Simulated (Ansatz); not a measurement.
Mulliken charges of C₃H₅NS (`CC(=N)C=S`) from r2SCAN/def2-TZVPP in Ansatz (PBE0-D4/def2-TZVP geometry).

```json
{"atom": "C1", "x (Å)": "-0.568", "y (Å)": "-0.416", "z (Å)": "1.134", "charge (e)": "-0.117"}
{"atom": "C2", "x (Å)": "0.095", "y (Å)": "0.360", "z (Å)": "0.043", "charge (e)": "0.091"}
{"atom": "N3", "x (Å)": "0.382", "y (Å)": "1.585", "z (Å)": "0.194", "charge (e)": "-0.235"}
{"atom": "C4", "x (Å)": "0.386", "y (Å)": "-0.401", "z (Å)": "-1.209", "charge (e)": "-0.032"}
{"atom": "S5", "x (Å)": "1.086", "y (Å)": "0.204", "z (Å)": "-2.523", "charge (e)": "-0.149"}
{"atom": "H6", "x (Å)": "-0.735", "y (Å)": "0.223", "z (Å)": "1.998", "charge (e)": "0.077"}
{"atom": "H7", "x (Å)": "0.050", "y (Å)": "-1.270", "z (Å)": "1.428", "charge (e)": "0.059"}
{"atom": "H8", "x (Å)": "-1.526", "y (Å)": "-0.820", "z (Å)": "0.791", "charge (e)": "0.059"}
{"atom": "H9", "x (Å)": "0.829", "y (Å)": "1.934", "z (Å)": "-0.662", "charge (e)": "0.156"}
{"atom": "H10", "x (Å)": "0.083", "y (Å)": "-1.450", "z (Å)": "-1.191", "charge (e)": "0.091"}
```

Q: By hand: the dipole of these point charges (1 e Å = 4.8032 D).

A: Σ q r = (-0.196, -0.245, 0.313) e Å, of length 0.443 e Å = 2.13 D.

Q: How does the dipole of the full density compare? (Estimate.)

A: Ansatz gave: (-0.164, -0.430, 0.103) e Å, 2.27 D; the point charges give 0.94 times that, at 36° from its direction.

Point charges leave out the atoms' own dipoles, such as those of lone pairs, and Mulliken's split depends on the basis, so the two needn't agree.
